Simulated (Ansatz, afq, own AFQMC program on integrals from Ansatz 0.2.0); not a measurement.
Integrals from Ansatz 0.2.0, then the random walk in our own AFQMC program (afq).

```yaml
crystal:
  periodic: [false, false, false]
  atoms:
    - {symbol: Cl, position_ang: [0.000000, 0.000000, -2.219771]}
    - {symbol: H, position_ang: [0.000000, 0.000000, -0.562771]}
    - {symbol: N, position_ang: [0.000000, 0.000000, 1.971313]}
    - {symbol: C, position_ang: [0.000000, 0.000000, 0.811229]}
basis:
  gaussian: {orbitals: cc-pVTZ}
magnetization: {spin_polarized: true, initial_magnetization: 1}
correlation: {method: ccsd_t, electrons: outside_noble_gas, hamiltonian_folder: ham}
```

```sh
$ ansatz run in.yaml --threads 1 --pin off --events-out ev --progress --plain --max-ram 24576MiB --backend cuda --devices 0, --max-vram 18GiB
```

Options of the walk:

```
--method phaseless --trial cisd --walkers 1500 --populations 20 --least-time 60 --time-step 0.005 --steps-per-block 50 --equilibration-blocks 28 --max-blocks 4000 --target-error 0.00024 --factor-cut 1e-05 --start spin_pure --seed 2933 --release-times 0.24,0.51,0.99,1.5 --release-step 0.03 --release-every 4 --taylor-order 6
```

Times are imaginary, in 1/Eh. The walk had a cap of 258 s. With eight or more populations the least sampling time is a fifth of least-time, and the error comes from their spread.

Output of the walk:

```
orbitals 101  electrons 9 8  factors 629 of 637
reference energy -552.32591205 Eh
CCSD correlation -0.54730710 Eh in 16 cycles, weight of the determinant in the CISD state 0.7741
energy of the start -552.841266 Eh
 block  time / (1/Eh)  mean weight  energy / Eh
     1     0.250  1.0005  -552.850811
     2     0.500  1.0001  -552.866067
     3     0.750  0.9999  -552.880956
     4     1.000  1.0011  -552.887998
     5     1.250  1.0000  -552.894997
     8     2.000  1.0003  -552.900254
    17     4.250  0.9996  -552.898318
    41    10.250  0.9993  -552.898443
    65    16.250  1.0007  -552.903143
    73    18.250  0.9999  -552.910041
    81    20.250  1.0010  -552.894673
    89    22.250  1.0002  -552.900986
   113    28.250  0.9992  -552.900278
   137    34.250  1.0008  -552.904408
   161    40.250  0.9993  -552.899270
   185    46.250  1.0004  -552.901838
   209    52.250  1.0001  -552.904847
   233    58.250  0.9999  -552.901641
   257    64.250  1.0007  -552.901231
   281    70.250  0.9990  -552.902711
   305    76.250  1.0006  -552.901417
   321    80.250  1.0007  -552.900152
error from the spread of 20 populations
released: time / (1/Eh)  energy / Eh  error  mean overlap
  0.24  -552.902776  0.000373  0.9974
  0.51  -552.903741  0.000323  0.9938
  0.99  -552.905270  0.000655  0.9824
  1.50  -552.905801  0.000657  0.9720
energy -552.901753 +/- 0.000349 Eh
(rows thinned)
```

The run passed its tests (sampling time, drift between the halves within three errors, error under three times the target), which doesn't prove that it has relaxed, ending at its cap on processor time.

Against this walk (error 9.5 meV) on the same determinant: CCSD(T) 29.6 meV higher. The error is statistical and leaves out the bias of the constraint. The determinant has ⟨S²⟩ = 0.96, so the low cluster orders mix in higher spin (the high orders can go on to a lower state of that spin), while the walk starts as a pure doublet. None of these is a sure reference here. The released energies are still falling (meV from the phaseless value at times in 1/Eh: -28 ± 10 at 0.24, -54 ± 9 at 0.51, -96 ± 18 at 0.99, -110 ± 18 at 1.50), so they give no level; they do show a bias of the constraint, and the last of them that isn't too noisy lies 140 meV below CCSD(T).

Cautions: constraint bias not in the error; error above the target (9.5 against 6.5 meV); higher spins were not checked; raised T1 diagnostic (T1 0.041, weight of the determinant 0.77, largest double 0.08); unrestricted determinant spin contaminated (⟨S²⟩ 0.96 against 0.75); the bias of populations of 75 walkers isn't removed.

The walk took 4.3 min on 1 × NVIDIA H100 80GB HBM3 with 2 threads of AMD EPYC 7R13 Processor (Zen 3), on a shared host (the card was shared). The log's last line is the phaseless energy.

A walk keeps the symmetry of its determinant, which the program's search chose and which needn't be the lowest solution, so a lower state of the same spin and another symmetry isn't excluded.
